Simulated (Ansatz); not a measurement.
# SiNH (singlet): wave-function methods side by side, cc-pVDZ

The task here is to estimate one member of a computed series from the others.

Program: Ansatz 0.2.0, Gaussian basis. Level of theory: cc-pVDZ, core rule «outside noble gas», up to 6 orbitals frozen. These are calculated values, not measurements.

To be run: UHF; CCSD(T) on RHF; BCCD(T) on RHF; CISD; CCSDT(Q) on RHF; CCSDTQ on RHF; CASSCF and MRCISD+Q, 10 electrons in 9 orbitals; CASSCF and NEVPT2, 10 electrons in 9 orbitals.

3 further runs of the same task are left out: 3 set aside as unsound or not needed.

## What is computed

The geometry is a PBE0/def2-TZVP stationary point (not a proven minimum).

3 atoms, charge 0, spin multiplicity 1.

Atoms are counted from 1 here; the program's logs count them from 0.

Bond lengths: Si1–N2 1.546 Å, N2–H3 1.000 Å. Angles: Si1–N2–H3 180.0°.

Geometry (Å):

```
Si    0.00000    0.00000   -1.36363
N     0.00000    0.00000    0.18201
H     0.00000    0.00000    1.18162
```

Set-up of the first run:

The input, in.yaml:

```yaml
crystal:
  periodic: [false, false, false]
  atoms:
    - {symbol: Si, position_ang: [0.000000, 0.000000, -1.363630]}
    - {symbol: N, position_ang: [0.000000, 0.000000, 0.182007]}
    - {symbol: H, position_ang: [0.000000, 0.000000, 1.181623]}
basis:
  gaussian: {orbitals: cc-pVDZ}
magnetization: {spin_polarized: true, initial_magnetization: 0}
hamiltonian: {xc: hf}
output: {orbitals: {seedname: orbitals}}
```

On the command line:

```bash
ansatz run in.yaml --threads 1 --pin off --events-out ev --progress --plain --max-ram 4096MiB --backend cpu
```

Steps of the session up to this table: UHF; CCSD(T) on RHF; BCCD(T) on RHF; CISD; CCSDT(Q) on RHF; CCSDTQ on RHF; CASSCF and MRCISD+Q, 10 electrons in 9 orbitals; CASSCF and NEVPT2, 10 electrons in 9 orbitals.

One table of the session follows, with a row left open; its other results are not shown here.

| method | from RCCSDTQ (kcal/mol) |
| --- | --- |
| RHF | ? |
| RMP2 | +17.49 |
| CISD | +22.33 |
| RCCSD | +8.64 |
| RCCSD(T) | +1.15 |
| BCCD(T) | +1.15 |
| RCCSDT | +0.76 |
| RCCSDT(Q) | -0.17 |
| RCCSDTQ | 0 |
| CASSCF valence | +92.64 |
| NEVPT2 valence | +25.88 |
| MRCISD valence | +7.36 |
| MRCISD+Q valence | +2.08 |

Q: Estimate the row for RHF from the others.

As computed: from RCCSDTQ (kcal/mol): +177.06. In the column «from RCCSDTQ (kcal/mol)» it is the highest.
